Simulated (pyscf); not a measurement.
Single points on ωB97X-D3(BJ)/def2-SVP structures (PySCF, gas phase).

Q: PBE/def2-TZVP puts the barrier of H₃Si–O–SiH₃ + HO–SiH₃ → H₃Si–O–SiH₂–O–SiH₃ + H₂ (four-centre exchange; singlet surface; H–Si, H–O broken, O–Si, H–H formed) at 118.2 kJ/mol and the reaction energy at -95.7 kJ/mol, from the separated reactants. What do B3LYP-D3(BJ)/def2-TZVP, PBE0-D3(BJ)/def2-TZVP, ωB97M-D3(BJ)/def2-TZVP give on the same structures?

A: B3LYP-D3(BJ): ΔE‡ = 131.0 kJ/mol, ΔE = -114.5 kJ/mol; PBE0-D3(BJ): ΔE‡ = 121.2 kJ/mol, ΔE = -105.3 kJ/mol; ωB97M-D3(BJ): ΔE‡ = 131.2 kJ/mol, ΔE = -109.8 kJ/mol. PBE's barrier lies under all of them, by 3.0 to 13.0 kJ/mol. Its reaction energy lies over all of them, by 9.6 to 18.9 kJ/mol. This is the saddle that the search found; another between the same sides may lie lower.
